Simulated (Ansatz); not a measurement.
A made-up structure of C₂H₃Si, doublet:

| atom | x (Å) | y (Å) | z (Å) |
| --- | --- | --- | --- |
| C1 | -0.3078 | 0.3754 | -0.2873 |
| C2 | 0.4936 | -0.6165 | 0.3983 |
| Si3 | 1.4202 | -1.7534 | 1.2284 |
| H4 | -1.1895 | -0.0534 | -0.7765 |
| H5 | 0.2649 | 0.9545 | -1.0202 |
| H6 | 0.7119 | -0.8642 | 1.4055 |

It is relaxed with PBE-D4/def2-SVP and then PBE0-D4/def2-TZVP (Ansatz 0.2.0). Atoms count as bonded within 1.22 times the sum of their covalent radii (H–H: 0.88 Å). The end point is not checked to be a true minimum.

Task: Does its bonding change? (Judge from chemistry; the calculation decides.)

Result: The calculation gives: Yes. Formed: none; broken: Si3–H6.

Where it ends: The first stage lowers the energy by 4.60 eV in 12 steps. It ends as C₂H₃Si ([CH2][CH][Si]):
| atom | x (Å) | y (Å) | z (Å) |
| --- | --- | --- | --- |
| C1 | -0.1176 | 0.1462 | -0.3459 |
| C2 | 0.4027 | -0.7041 | 0.5669 |
| Si3 | 2.1048 | -1.1748 | 0.9960 |
| H4 | -1.1872 | 0.2927 | -0.4503 |
| H5 | 0.5106 | 0.7226 | -1.0177 |
| H6 | -0.3202 | -1.2401 | 1.1992 |

Labels in which every atom is bracketed show which atoms are joined, not bond orders.

For scale, one of the runs: PBE0-D4/def2-TZVP relaxation, 117 basis functions, launched by `ansatz run in.yaml --threads 2 --pin off --events-out ev --progress --plain --max-ram 4352MiB`. Hardware: 2 CPU threads of an Intel Xeon Platinum 8259CL, shared host. Wall time about 44 s.
